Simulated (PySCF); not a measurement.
C₅H₁₂.
Numbering: `[CH3:1][C:2]([CH3:3])([CH3:4])[CH3:5]` (hydrogens: H6, H7, H8 on C1; H9, H10, H11 on C3; H12, H13, H14 on C4; H15, H16, H17 on C5)

The same species was optimised twice, with GFN2-xTB and with PBE0-D3(BJ)/def2-SVP (PySCF), and the same property calculations (PySCF, gas phase) were run on both structures.

| coordinate | GFN2-xTB | PBE0-D3(BJ)/def2-SVP | change |
| --- | --- | --- | --- |
| C1–H6 (Å) | 1.088 | 1.102 | +0.014 |
| C1–H8 (Å) | 1.088 | 1.102 | +0.014 |
| C1–H7 (Å) | 1.088 | 1.102 | +0.014 |
| C3–H10 (Å) | 1.088 | 1.102 | +0.014 |
| C5–H17 (Å) | 1.088 | 1.102 | +0.014 |
| C3–H11 (Å) | 1.088 | 1.102 | +0.014 |
| C3–H9 (Å) | 1.088 | 1.102 | +0.014 |
| C5–H15 (Å) | 1.088 | 1.102 | +0.014 |
| C5–H16 (Å) | 1.088 | 1.102 | +0.014 |
| C4–H13 (Å) | 1.088 | 1.102 | +0.014 |
| C4–H12 (Å) | 1.088 | 1.102 | +0.014 |
| C4–H14 (Å) | 1.088 | 1.102 | +0.014 |
| C2–C5 (Å) | 1.530 | 1.530 | 0.000 |
| C1–C2 (Å) | 1.530 | 1.530 | 0.000 |
| C2–C4 (Å) | 1.530 | 1.530 | 0.000 |
| C2–C3 (Å) | 1.530 | 1.530 | 0.000 |
| C2–C5–H16 (°) | 110.5 | 111.2 | +0.7 |
| H6–C1–H7 (°) | 108.4 | 107.7 | -0.7 |
| H12–C4–H13 (°) | 108.4 | 107.7 | -0.7 |
| H6–C1–H8 (°) | 108.3 | 107.7 | -0.6 |
| H15–C5–H17 (°) | 108.3 | 107.7 | -0.6 |
| H7–C1–H8 (°) | 108.3 | 107.7 | -0.6 |
| C2–C3–H11 (°) | 110.6 | 111.2 | +0.6 |
| H12–C4–H14 (°) | 108.3 | 107.7 | -0.6 |

Rotational constants: A = 4483, B = 4481, C = 4478 MHz (GFN2-xTB) against A = 4456, B = 4455, C = 4455 MHz (PBE0-D3(BJ)/def2-SVP). Point groups within 0.08 Å: Td and Td.

On the GFN2-xTB structure: HOMO (eV) -9.00 [PBE0/pcSseg-1]; LUMO (eV) 1.32 [PBE0/pcSseg-1]; GIAO shielding of C1/C3/C4/C5 (mean) (ppm) 153.8 [PBE0/pcSseg-1]; GIAO shielding of C2 (ppm) 156.9 [PBE0/pcSseg-1].

What do these properties become on the PBE0-D3(BJ)/def2-SVP structure?

```
                                    property          level  on GFN2-xTB  on PBE0-D3(BJ)/def2-SVP  change
                                   HOMO (eV)  PBE0/pcSseg-1        -9.00                    -9.03   -0.03
                                   LUMO (eV)  PBE0/pcSseg-1         1.32                     1.28   -0.04
energy, GFN2-xTB geometry as zero (kcal/mol)  PBE0/pcSseg-1          0.0                     -0.4    -0.4
  GIAO shielding of C1/C3/C4/C5 (mean) (ppm)  PBE0/pcSseg-1        153.8                    151.5    -2.3
                  GIAO shielding of C2 (ppm)  PBE0/pcSseg-1        156.9                    156.6    -0.3
```

The heavy atoms differ by 0.001 Å rms after alignment. Among all bonds 12 bonds (C1–H6, C1–H7, C1–H8, C3–H9, C3–H10, C3–H11 and others) change most and about equally (+0.014 Å). Changes are differences of the printed values. Neither structure is proved a minimum here.
